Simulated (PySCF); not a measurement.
Simulated outer-valence photoelectron spectrum of `N[SiH2]F`. Method: EOM-IP-CCSD/aug-cc-pVDZ in PySCF, restricted Hartree–Fock reference, frozen core, non-relativistic, gas phase, PBE0-D3(BJ)/def2-SVP geometry.

Each root has a Gaussian of 0.3 eV full width with its one-hole share as area; cross sections and vibrations are left out, and the highest printed point is 100.

(ionisation energy (eV), intensity): (10.2, 0), (10.4, 12), (10.6, 55), (10.8, 22), (11.0, 1), (11.2, 0), (11.4, 0), (11.6, 0), (11.8, 0), (12.0, 1), (12.2, 19), (12.4, 56), (12.6, 14), (12.8, 0), (13.0, 0), (13.2, 6), (13.4, 48), (13.6, 34), (13.8, 2), (14.0, 0), (14.2, 0), (14.4, 0), (14.6, 0), (14.8, 0), (15.0, 1), (15.2, 31), (15.4, 100), (15.6, 43), (15.8, 14), (16.0, 55), (16.2, 22), (16.4, 1), (16.6, 0), (16.8, 0), (17.0, 1), (17.2, 29), (17.4, 51), (17.6, 8), (17.8, 0), (18.0, 0), (18.2, 0), (18.4, 0), (18.6, 0), (18.8, 15), (19.0, 54), (19.2, 17), (19.4, 0)

Task: Where are the maxima, and how many lines lie under the curve?

Result: 7 maxima, at 10.6, 12.4, 13.5, 15.4, 16.0, 17.3 and 19.0 eV, from 8 lines. At this width some lines have no maximum of their own.

Task: List the lines with their holes.

Result: 
```tsv
E (eV)	leading hole (HF orbital)	area	Koopmans (eV)
10.63	HOMO	0.95	11.80
12.39	HOMO-1	0.96	13.05
13.47	HOMO-2	0.95	14.55
15.36	HOMO-3	0.94	17.52
15.47	HOMO-4	0.94	17.58
16.02	HOMO-5	0.94	17.76
17.35	HOMO-6	0.95	18.44
19.01	HOMO-7	0.91	20.75
```

The widest gap, 1.89 eV, lies between 13.47 and 15.36 eV. Only orbitals with −ε under 21 eV, eight at most, were ionised, so the high end of the curve may lack lines.

Shape of the structure used: `[NH2:1][SiH2:2][F:3]`: H–N1–Si2–F3 -76°, H–N1–Si2–F3 76°.

One conformer stands for the species.
